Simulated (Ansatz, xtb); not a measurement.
Relative energy of two isomers of C5H6S

Structure I is `C#C[C@@H]1C[C@@H]1S`, a singlet and structure II is `C#CC1(S)CC1`, a singlet. Both are isolated molecules in the gas phase, relaxed with B3LYP/def2-SVP; the shapes shown needn't be the lowest conformers.

I (Å):

```xyz
12

C     0.4851    2.5065    0.9014
C     0.4936    1.3236    1.1675
C     0.4982   -0.0709    1.5298
C     1.1862   -1.1173    0.6740
C    -0.3137   -1.1158    0.7607
S    -1.2464   -0.7042   -0.7217
H     0.4828    3.5512    0.6546
H     0.5326   -0.2464    2.6118
H     1.6347   -0.7682   -0.2596
H     1.7353   -1.9145    1.1824
H    -0.7689   -1.8917    1.3844
H    -2.1866    0.0634   -0.1196
```

II (Å):

| atom | x (Å) | y (Å) | z (Å) |
| --- | --- | --- | --- |
| C | -0.3091 | 1.7102 | 2.6002 |
| C | -0.0472 | 1.0052 | 1.6486 |
| C | 0.2427 | 0.1664 | 0.5101 |
| C | 1.3952 | -0.8263 | 0.6012 |
| C | -0.0137 | -1.3318 | 0.6204 |
| S | 0.0479 | 0.9577 | -1.1192 |
| H | -0.5351 | 2.3391 | 3.4403 |
| H | -1.3032 | 1.0522 | -1.0833 |
| H | 1.9880 | -0.9758 | -0.3051 |
| H | 1.9678 | -0.8247 | 1.5319 |
| H | -0.4270 | -1.6896 | 1.5673 |
| H | -0.3991 | -1.8259 | -0.2746 |

Task: Estimate E(II) − E(I) at the level CCSD(T)/def2-SVP + ΔMP2/def2-TZVPP.

Result: CCSD(T)/def2-SVP + ΔMP2/def2-TZVPP gives E(II) − E(I) = −0.008 eV, slightly favouring structure II, which is too small a margin to settle the true order.

How the difference moves with the method:

```
                             level        geometry  E(II) − E(I) (eV)  departure from the last row (eV)  job, with rough time for the two
                    B3LYP/def2-SVP  B3LYP/def2-SVP              +0.016                            +0.023               optimisation, 2 min
                       HF/def2-SVP  B3LYP/def2-SVP              +0.017                            +0.024           part of the CCSD(T) run
                      MP2/def2-SVP  B3LYP/def2-SVP              −0.038                            −0.030           part of the CCSD(T) run
                  CCSD(T)/def2-SVP  B3LYP/def2-SVP              −0.027                            −0.020                      single point
CCSD(T)/def2-SVP + ΔMP2/def2-TZVPP  B3LYP/def2-SVP              −0.008                                                  single point, 70 s
```

As drawn, both hold the same kinds of bond in the same numbers.

The largest departure from CCSD(T)/def2-SVP + ΔMP2/def2-TZVPP is that of MP2/def2-SVP, 0.030 eV. No reliable frequencies are at hand for I, so it isn't confirmed as a minimum. Levels run at GFN2-xTB geometries aren't shown. The last row adds to CCSD(T) the change of the MP2 difference between the two basis sets, here +0.020 eV.

The correlated steps freeze 10 core orbitals. Programs: Ansatz 0.2.0, xtb 6.7.1; the last row on 2 threads of Intel(R) Xeon(R) Processor @ 2.70GHz on a shared host.
